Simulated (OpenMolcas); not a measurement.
**One shape, several levels: triplet C2H4S**

We compute a comparison of 5 runs (UB3LYP/6-31G*, UM06-L/aug-cc-pVDZ, USVWN5/aug-cc-pVDZ, ROMP2/aug-cc-pVDZ) of triplet C2H4S. 

Program for the calculation: OpenMolcas 26.06.

### Step 1. The system as given

The species is C2H4S (7 atoms), meant as a triplet with charge 0. As SMILES of the parent species, `C1CS1`. The coordinates come from a PBE0-D4/def2-TZVP relaxation. That shape belongs to the parent species and isn't relaxed for this state.

Bond lengths: C1–C2 1.478 Å, C1–S3 1.802 Å, C2–S3 1.802 Å, C1–H4 1.084 Å, C1–H5 1.084 Å, C2–H6 1.084 Å, C2–H7 1.084 Å. Some angles: C1–C2–S3 65.8°, C2–C1–S3 65.8°, C1–S3–C2 48.4°, C1–C2–H6 118.1°, C1–C2–H7 118.1°, S3–C2–H6 115.4°, S3–C2–H7 115.4°, C2–C1–H4 118.1°, C2–C1–H5 118.1°, S3–C1–H4 115.4°.

### Step 2. The energy at UB3LYP/6-31G(d) (spherical functions) (run 1)

The input, calc.input:

```
* C2H4S Kohn-Sham DFT
&GATEWAY
BASLIB
$CurrDir
BASISSET
C.6-31Gs....
C1 -0.515770 0.123480 -0.520180 angstrom
C2 0.600760 -0.036080 0.435470 angstrom
End of Basis
BASISSET
S.6-31Gs....
S3 -0.898110 -0.923600 0.895080 angstrom
End of Basis
BASISSET
H.6-31Gs....
H4 -0.448740 -0.388430 -1.473330 angstrom
H5 -1.032050 1.076250 -0.547280 angstrom
H6 0.855300 0.806520 1.068140 angstrom
H7 1.438610 -0.658150 0.142080 angstrom
End of Basis
&SEWARD
GRIDINPUT
Grid=UltraFine
End of Grid
&SCF
UHF
SPIN
3
KSDFT
B3LYP
THRESHOLDS
1e-10 1e-07 1e-07 1e-05
PRORBITALS
1 2
```

The basis set 6-31G* is read from a file made from the Basis Set Exchange's data (not shown).

The run is started by

```console
$ export MOLCAS_MEM=1860
$ pymolcas calc.input > calc.log
```

Output:

```text
--- Start Module: gateway ---
[...]
--- Stop Module: gateway /rc=_RC_ALL_IS_WELL_ ---
--- Start Module: seward ---
[...]
      Basis functions           54
--- Stop Module: seward /rc=_RC_ALL_IS_WELL_ ---
[...]
--- Start Module: scf ---
[...]
       Convergence after  18 Iterations
[...]
::    Total KS-DFT energy                            -476.6044852680
[...]
      Total spin, S                                     1.0016844461
[...]
      Total electronic charge=   32.000000
      Total            charge=   -0.000000
[...]
      Dipole Moment (debye):
      Origin of the operator (angstrom)=   -0.4479   -0.4606    0.4464
                   X=  5.8993E-01               Y=  6.0669E-01               Z= -5.8797E-01           Total=  1.0304E+00
      Quadrupole Moment (debye*angstrom):
[...]
--- Stop Module: scf /rc=_RC_ALL_IS_WELL_ ---
[...]
```

Wall time 28 s (1 thread of Arm Neoverse V1, shared host); peak memory 0.39 GiB.

### Step 3. A single-point energy at UB3LYP/6-31G(d) (Cartesian functions) (run 2)

The input, coord.xyz:

```xyz
7

C     -0.515770     0.123480    -0.520180
C      0.600760    -0.036080     0.435470
S     -0.898110    -0.923600     0.895080
H     -0.448740    -0.388430    -1.473330
H     -1.032050     1.076250    -0.547280
H      0.855300     0.806520     1.068140
H      1.438610    -0.658150     0.142080
```

The input, run.input:

```
* C2H4S Kohn-Sham DFT

&GATEWAY
 BASLIB=$CurrDir
 COORD=coord.xyz
 BASIS=6-31Gs
 GROUP=NoSym

&SEWARD
 GRIDINPUT
 Grid=UltraFine
 End of Grid

&SCF
 UHF
 SPIN=3
 KSDFT=B3LYP
 THRESHOLDS=1e-10 1e-07 1e-07 1e-05
 PRORBITALS=1 2
```

The basis set 6-31G* is read from a file made from the Basis Set Exchange's data (not shown).

The run is started by

```console
$ export MOLCAS_MEM=1860
$ pymolcas run.input > run.log
```

Output:

```text
--- Start Module: gateway ---
[...]
--- Stop Module: gateway /rc=_RC_ALL_IS_WELL_ ---
--- Start Module: seward ---
[...]
      Basis functions           57
--- Stop Module: seward /rc=_RC_ALL_IS_WELL_ ---
[...]
--- Start Module: scf ---
[...]
       Convergence after  17 Iterations
[...]
::    Total KS-DFT energy                            -476.6088491649
[...]
      Total spin, S                                     1.0016772277
[...]
      Total electronic charge=   32.000000
      Total            charge=   -0.000000
[...]
      Dipole Moment (debye):
      Origin of the operator (angstrom)=   -0.4479   -0.4606    0.4464
                   X=  5.9045E-01               Y=  6.0722E-01               Z= -5.8848E-01           Total=  1.0313E+00
      Quadrupole Moment (debye*angstrom):
[...]
--- Stop Module: scf /rc=_RC_ALL_IS_WELL_ ---
[...]
```

It took 28 s on 1 thread of Arm Neoverse V1, shared host; peak memory 0.39 GiB.

Runs 3 to 4 aren't shown in full; the table further down has their settings and results.

### Step 4. The energy at ROMP2/aug-cc-pVDZ (run 5)

The input, job.inp:

```
* C2H4S ROMP2
>>> EXPORT MOLCAS_PRINT=2

&GATEWAY
 BasLib = $CurrDir
 Coord
 7
 bohr
 C     -0.97466404     0.23334338    -0.98299774
 C      1.13527187    -0.06818132     0.82291904
 S     -1.69718193    -1.74535105     1.69145606
 H     -0.84799570    -0.73402632    -2.78419019
 H     -1.95029185     2.03381774    -1.03420931
 H      1.61628275     1.52410191     2.01849206
 H      2.71857890    -1.24372325     0.26849229
 Basis = aug-cc-pVDZ
 Group = NoSym

&SEWARD

&SCF
 UHF
 Spin = 3
 Thresholds = 1e-10 1e-07 1e-07 1e-05
 PrOrbitals = 1 2

&RASSCF
 FileOrb = $Project.UnaOrb
 Spin = 3
 Nactel = 2 0 0
 Inactive = 15
 Ras2 = 2
 OutOrbitals = Canonical
 OrbListing = Nothing

&CASPT2
 IPEA = 0.0
 Frozen = 7
```

The basis set aug-cc-pVDZ is read from a file made from the Basis Set Exchange's data (not shown).

The run is started by

```console
$ export MOLCAS_MEM=1860
$ pymolcas job.inp > job.log
```

Output:

```text
--- Start Module: gateway ---
[...]
--- Stop Module: gateway /rc=_RC_ALL_IS_WELL_ ---
[...]
      Basis functions          109
[...]
       Convergence after  21 Iterations
[...]
::    Total SCF energy                               -475.4133727998
[...]
      Total spin, S                                     1.0109453778
[...]
--- Start Module: rasscf ---
[...]
      Number of active orbitals                  2
[...]
      Spin quantum number                      1.0
[...]
      Active orbitals                            2
[...]
      Number of CSFs                             1
[...]
      Number of root(s) required                 1
[...]
      Convergence after 16 iterations
[...]
      printout of CI-coefficients larger than  0.05 for root  1
      energy=    -475.405475
      conf/sym  11     Coeff  Weight
             1  uu   1.00000 1.00000
      Natural orbitals and occupation numbers for root  1
      sym 1:   1.000000   1.000000
      ************************************************************************************************************************
      *                                                    Final results                                                     *
[...]
::    RASSCF root number  1 Total energy:   -475.40547529
[...]
      Total electronic charge=   32.000000
      Total            charge=   -0.000000
[...]
      Dipole Moment (debye):
      Origin of the operator (angstrom)=   -0.4479   -0.4606    0.4464
                   X=  8.0107E-01               Y=  8.2382E-01               Z= -7.9839E-01           Total=  1.3992E+00
      Quadrupole Moment (debye*angstrom):
[...]
--- Stop Module: rasscf /rc=_RC_ALL_IS_WELL_ ---
[...]
--- Start Module: caspt2 ---
[...]
 ###    WARNING: User changed nr of frozen orbitals.                         ###
 ###############################################################################
[...]
      E2 (Variational):          -0.4381712814
      Total energy:            -475.8436465753
[...]
      Reference weight:           0.84321
[...]
::    CASPT2 Root  1     Total energy:   -475.84364658
[...]
--- Stop Module: caspt2 /rc=_RC_ALL_IS_WELL_ ---
[...]
```

Run time: 33 s. Hardware: 1 thread of Arm Neoverse V1, shared host; peak memory 0.64 GiB.

### Step 5. The series

| run | level | Cartesian functions | integration grid | energy (Eh) | dipole moment (D) | HOMO energy (eV) | ⟨S²⟩ | wall time |
| --- | --- | --- | --- | --- | --- | --- | --- | --- |
| 1 | UB3LYP/6-31G* (spherical functions) | no | UltraFine | -476.604485 | 1.03 | -1.62 | 2.005 | 28 s |
| 2 | UB3LYP/6-31G* (Cartesian functions) | yes | UltraFine | -476.608849 | 1.03 | -1.62 | 2.005 | 28 s |
| 3 | UM06-L/aug-cc-pVDZ | no | UltraFine | -476.612436 | 1.12 | -1.16 | 2.005 | 2.7 min |
| 4 | USVWN5/aug-cc-pVDZ | no | UltraFine | -474.512213 | 1.14 | -1.57 | 2.001 | 65 s |
| 5 | ROMP2/aug-cc-pVDZ | no | – | -475.843647 | – | – | – | 33 s |

### Step 6. What came out

```
           quantity          value
run 5: total energy  -475.84365 Eh
```

What this shows: Over runs 1, 2, 3, 4 the dipole moment (its size) runs from 1.03 D (UB3LYP/6-31G*) to 1.14 D (USVWN5/aug-cc-pVDZ). The two ends differ in method and basis. Totals of different functionals can't be ranked against each other. All runs together took 5.2 min, the longest 2.7 min.
